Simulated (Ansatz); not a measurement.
Results of the Gaussian-basis code of Ansatz.

A structure relaxed at PBE0-D4/def2-TZVP, charge 0, multiplicity 1:

Cartesian coordinates in Å:
```
O -0.524 -1.509 0.630
C 0.264 -0.761 1.141
O 0.728 0.356 0.597
C 0.234 0.621 -0.734
O -1.112 0.879 -0.756
H 0.703 -0.908 2.138
H 0.762 1.519 -1.045
H 0.512 -0.236 -1.357
H -1.566 0.039 -0.614
```

Question: Give its formula and SMILES.

Answer: C2H4O3, `O=COCO`.

Question: Summarise the bond lengths by kind.

Answer: 4 × C–O 1.201 to 1.445 Å; 3 × C–H 1.087 to 1.099 Å; 1 × H–O 0.965 Å.
